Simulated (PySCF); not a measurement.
Vibration and rotation of SiCl⁻

UHF-CCSD(T) constants of SiCl⁻, ³Σ⁻ (triplet), unpaired electrons π ↑↑ (PySCF, no relativity, basis sets Si aug-pcseg-1, Cl aug-pcseg-1; masses 27.9769 and 34.9689 u):

| Quantity | Value |
| --- | --- |
| ωe | 321.1 cm⁻¹ |
| ωexe | 2.21 cm⁻¹ |
| Be | 0.20229 cm⁻¹ |
| αe | 0.00196 cm⁻¹ |
| D (centrifugal) | 3.21e-07 cm⁻¹ |
| De to Si + Cl⁻ | 1.69 eV |

Task: Give the vibrational terms G(v) and spacings up to v = 6.

Result: G(v) = ωe(v+½) − ωexe(v+½)².

```tsv
v	G(v) (cm⁻¹)	G(v) − G(v−1)	Bv (cm⁻¹)
0	160.0		0.2013
1	476.7	316.7	0.1993
2	788.9	312.3	0.1974
3	1096.8	307.8	0.1954
4	1400.2	303.4	0.1935
5	1699.2	299.0	0.1915
6	1993.8	294.6	0.1895
```

Task: How well does the Morse estimate ωe²/(4ωexe) reproduce De, and what is D0?

Result: It gives 1.45 eV, 86 % of the computed De. D0 = De − G(0) = 1.69 − 0.02 = 1.67 eV.

Correlated steps freeze 10 core orbitals. Correlated levels converge slowly with the basis: in double zeta they bind strong bonds too weakly, by up to about 1 eV, and carry superposition errors of some tenths. For an ion De counts to the pair picked by the measured ionisation energies or electron affinities, which need not be the lowest pair at this level. The state is the lowest determinant that a PBE0 search found; another state may lie lower at other levels.
